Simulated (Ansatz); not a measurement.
Total energies of BH2(CH2SiH3) (CH₇BSi) from Ansatz at PBE-D4/def2-TZVPD, gas phase (1 Eh = 27.2114 eV = 2625.5 kJ/mol). The reference geometry is relaxed at PBE0-D4/def2-TZVP.

```json
{"state": "charge 0 singlet", "geometry": "reference", "energy (Eh)": "-356.40449"}
{"state": "charge -1 doublet", "geometry": "reference", "energy (Eh)": "-356.40269"}
{"state": "free B atom (doublet)", "geometry": "–", "energy (Eh)": "-24.61015"}
{"state": "free H atom (doublet)", "geometry": "–", "energy (Eh)": "-0.49962"}
{"state": "free C atom (triplet)", "geometry": "–", "energy (Eh)": "-37.79605"}
{"state": "free Si atom (triplet)", "geometry": "–", "energy (Eh)": "-289.22297"}
```

Problem. Work out the vertical electron affinity, to the doublet.

Solution. E(charge 0 singlet) − E(charge -1 doublet) = -356.40449 − (-356.40269) = -0.00180 Eh = -0.05 eV; so near zero that its sign isn't settled.

Problem. What is the binding energy per atom against free atoms?

Solution. Atoms: 1 × (-24.61015) + 7 × (-0.49962) + 1 × (-37.79605) + 1 × (-289.22297) = -355.12651 Eh. Binding: -355.12651 − (-356.40449) = 1.27798 Eh = 34.78 eV, or 3.48 eV for each of 10 atoms (no zero-point energy, no counterpoise term).

At PBE-D4/def2-TZVPD the highest occupied level of the charge -1 doublet lies above zero (up to 2.29 eV). Energy differences put its binding near zero (-0.05 eV; vertical, to the charge 0 singlet, at PBE-D4/def2-TZVPD), which leaves it undecided.
